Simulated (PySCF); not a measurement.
Gas-phase reaction: 3 AlH3.NH3 + 4 C3H6 (cyclic) = 3 Al(CH3)3 + 3 CH3NH2

Computed with PySCF and rigid-rotor harmonic-oscillator thermochemistry at 1 bar. † marks an energy on the PBE0/def2-TZVP geometry and frequencies; other levels use their own. CCSD(T) freezes the core. 6-31G* has spherical d functions here. All species are closed-shell singlets. B3LYP is the form with VWN-RPA correlation. Adducts (AlH3.NH3) have no counterpoise correction, and HF, PBE, BLYP, B3LYP and PBE0 lack dispersion. Methyl groups turn as free rotors in Al(CH3)3. AlH3.NH3: computed as isolated molecules; such fragments, hydroxides, amides, oligomers or adducts are transient or little studied in the gas. CCSD(T) isn't extrapolated to the basis-set limit. The harmonic model lacks anharmonicity and excited electronic states, which grow with temperature; levels with a mode under 35 cm⁻¹ are left out. Internal rotation in CH3NH2 is treated as a harmonic vibration of one conformer, which makes the entropy rough.

```csv
level,"ΔE electronic, kJ","ΔH°(298 K), kJ","ΔS°(298 K), J/K","ΔG°(800 K), kJ"
B3LYP/6-31G*,-351,-321,2,-321
B3LYP/def2-TZVP†,-398,-373,8,-380
CCSD(T)/def2-SVP†,-260,-235,8,-242
HF/def2-TZVP†,-328,-303,8,-310
PBE/def2-SVP,-310,-282,8,-288
PBE/def2-TZVP†,-385,-360,8,-367
PBE0/def2-TZVP,-372,-348,8,-354
r2SCAN/def2-TZVP†,-392,-367,8,-374
ωB97M-V/def2-TZVP†,-383,-358,8,-365
ωB97X-V/def2-TZVP†,-353,-329,8,-336
```
ΔH° is lowest at B3LYP/def2-TZVP† and highest at CCSD(T)/def2-SVP†. No reference value is set beside these.
